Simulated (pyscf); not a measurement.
Single points on ωB97X-D3(BJ)/def2-SVP structures (PySCF, gas phase).

Q: HO–Si(OH)(OH)–OH + H₂C=CH₂ → H₃C–CH₂–O–Si(OH)(OH)–OH
Surface: singlet. Broken: H–O. Formed: C–O, C–H. Give ΔE‡ and ΔE from ωB97M-D3(BJ)/def2-TZVP, relative to the separated reactants.

A: ΔE‡ = 51.2 kcal/mol, ΔE = -16.7 kcal/mol. Zero-point energy shifts the barrier by -1.2 kcal/mol. It is an addition across a multiple bond or ene-type step, with an imaginary mode of 1908i cm⁻¹. On the reactant side the descent ends in a complex, 5.0 kcal/mol under the separated species and 56.0 kcal/mol under the saddle at ωB97X-D3(BJ)/def2-TZVP. This is the saddle that the search found; another between the same sides may lie lower.
